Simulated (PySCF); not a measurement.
All values below come from PBE-D3(BJ)/def2-TZVP // PBE0-D4/def2-SVP run with PySCF. All species are isolated molecules in the gas phase. Excitations are Tamm–Dancoff values on a coarser integration grid. The basis has no diffuse functions, so Rydberg states are missing or too high.

Reference species (SMILES): `CN(C)C` (neutral, multiplicity 1).

The S1–T1 gap (TDA) is 0.18 eV. The dipole moment is 0.31 D and the S1 excitation (TDA) is 5.18 eV. The HOMO is -4.74 eV.

After one change: the S1–T1 gap (TDA) rises by 0.05 eV; the dipole moment rises by 0.75 D; the S1 excitation (TDA) increases by 1.30 eV; the HOMO drops by 1.11 eV.

Question: Which change was made? The new species is one of these.
A) `COC`
B) `c1ccncc1`
C) `CO`

Answer: A, `COC`
